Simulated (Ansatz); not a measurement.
A calculation with Ansatz (development build ahead of 0.2.0).

```yaml
crystal:
  periodic: [false, false, false]
  atoms:
    - { symbol: C, position_ang: [-1.06912, 0.73088, 0.66267] }
    - { symbol: C, position_ang: [1.10478, -0.76357, -0.6681] }
    - { symbol: H, position_ang: [-1.32808, 0.42747, 1.64387] }
    - { symbol: H, position_ang: [-0.64201, 1.76157, 0.75873] }
    - { symbol: H, position_ang: [-1.89529, 0.59131, -0.03329] }
    - { symbol: H, position_ang: [1.32163, -0.32616, -1.64834] }
    - { symbol: H, position_ang: [1.729, -0.61419, 0.20837] }
    - { symbol: H, position_ang: [0.55548, -1.67115, -0.8152] }
basis:
  gaussian: { orbitals: def2-SVP }
total_charge: 1
magnetization:
  spin_polarized: true
  initial_magnetization: 1
hamiltonian:
  xc: hf
output:
  forces: true
```

The input is written out in the form of the current development build from the run's settings.

Results

- Converged: yes
- Total energy: -78.73784 hartree
- Spin squared of the determinant: 0.755
- Stability test: minimum

Forces (eV/Å):
```csv
atom,Fx,Fy,Fz
C1,-0.399,2.363,-0.132
C2,0.910,-0.669,-1.040
H3,0.277,-1.336,0.967
H4,0.126,-1.190,-0.903
H5,0.612,-0.212,-0.451
H6,-0.226,0.984,0.698
H7,-0.420,0.433,0.100
H8,-0.880,-0.373,0.762
```
